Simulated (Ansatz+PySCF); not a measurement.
## singlet H₄O₂ in separate pieces: levels of theory in one basis

```xyz
6

O     0.0000    0.0000   -0.1197
H     0.0000    0.7542    0.4787
H     0.0000   -0.7542    0.4787
O    10.0000    0.0000   -0.1197
H    10.0000    0.7542    0.4787
H    10.0000   -0.7542    0.4787
```

Basis set: STO-3G (spherical functions). Correlated methods keep 2 orbitals frozen. Charge 0, multiplicity 1.

Computed with Ansatz (development build ahead of 0.2.0); each method stands on the lowest determinant of its kind that the runs found. NEVPT2 correlates all electrons. Active spaces start from the frontier orbitals, and the lowest solution found is given.

```json
{"method": "RHF", "E − E(RHF) (eV)": "0.00", "<S²> of the determinant": "0.00"}
{"method": "RHF-MP2", "E − E(RHF) (eV)": "-1.96", "<S²> of the determinant": "–"}
{"method": "RHF-CCSD", "E − E(RHF) (eV)": "-2.73", "<S²> of the determinant": "–"}
{"method": "RHF-CCSD(T)", "E − E(RHF) (eV)": "-2.74", "<S²> of the determinant": "–"}
{"method": "full CI (lowest root of this spin)", "E − E(RHF) (eV)": "-2.74", "<S²> of the determinant": "–"}
{"method": "CASSCF(8,8)", "E − E(RHF) (eV)": "-2.52", "<S²> of the determinant": "–"}
```

Question: What does SC-NEVPT2(8,8) give on the same scale?

Answer: -2.66 eV. NEVPT2 here correlates all electrons, so it doesn't share the others' frozen core.

Question: Is a single determinant a sound starting point here?

Answer: By this sign, yes. Unrestricted orbitals gain 0.00 eV and <S²> is 0.00 against 0.00 for a pure state. The CASSCF(8,8) natural occupations are 1.98, 1.98, 1.97, 1.97, 0.03, 0.03, 0.02, 0.02.
